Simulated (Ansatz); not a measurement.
**Sc₄Nb₃C: from a trial structure to a relaxed crystal**

Level of theory: Ansatz 0.2.0, DFT PBE, scalar-relativistic, plane waves, PAW. Cutoff 420 eV, Γ-centred k mesh, Gaussian smearing, no spin polarisation in the final step.

The start puts Sc₄Nb₃C on the sites of a reported VCu3S4 cell (P-43m, No. 215), with C in place of V, Nb in place of Cu, Sc in place of S, at a guessed volume.

```xyz
8
Lattice="5.3386 0.0000 0.0000 0.0000 5.3386 0.0000 0.0000 0.0000 5.3386" Properties=species:S:1:pos:R:3 pbc="T T T"
Sc    1.2546    1.2546    1.2546
Sc    1.2546    4.0841    4.0841
Sc    4.0841    4.0841    1.2546
Sc    4.0841    1.2546    4.0841
Nb    2.6693    0.0000    0.0000
Nb    0.0000    2.6693    0.0000
Nb    0.0000    0.0000    2.6693
C     0.0000    0.0000    0.0000
```

Steps on the 4×4×4 mesh (8 atoms). 9 of 9 steps are shown, and the free energy counts from the last. Trial steps that were taken back and renewals of the plane-wave basis can be among the rows.

```
step  ΔF (meV/atom) V (Å³/atom) P (GPa) largest force component (eV/Å)
   1         1099.3        19.02    24.46                           2.425
   2          652.0        20.97     7.25                           1.707
   3          361.2        21.09     0.85                           1.495
   4          126.5        20.68    -1.29                           1.122
   5            1.9        20.05    -1.13                           0.063
   6            1.1        19.91    -0.74                           0.075
   7            0.6        19.85    -0.53                           0.033
   8            0.3        19.71    -0.03                           0.003
   9            0.0        19.71    -0.02                           0.003
```

A final relaxation ran on a 8×8×8 mesh. The relaxed crystal, P-43m (No. 215):

```
Sc Nb C
1.0
     5.40180    0.00000    0.00000
     0.00000    5.40180    0.00000
     0.00000    0.00000    5.40180
Sc Nb C
4 3 1
Direct
  0.31565 0.31565 0.31565
  0.31565 0.68435 0.68435
  0.68435 0.68435 0.31565
  0.68435 0.31565 0.68435
  0.50000 0.00000 0.00000
  0.00000 0.50000 0.00000
  0.00000 0.00000 0.50000
  0.00000 0.00000 0.00000
```

For Sc₄Nb₃C, the volume per atom is 19.70 Å³. The density is 4.96 g/cm³, the energy over the elements is 1.38 eV/atom and the gap on the 8×8×8 mesh is 0 eV (a metal).

Energies over the elements count from the elements' standard structures at the same level, with no empirical corrections.

The final run used a 8×8×8 mesh on its 8-atom cell and 0.10 eV smearing. For metals, differences of a few meV/atom aren't resolved.

Symmetry constrained the relaxation, so the result can be a saddle point.

Cost: 3 runs of about 3.7 core-minutes in all, on Arm Neoverse V2 (shared hosts).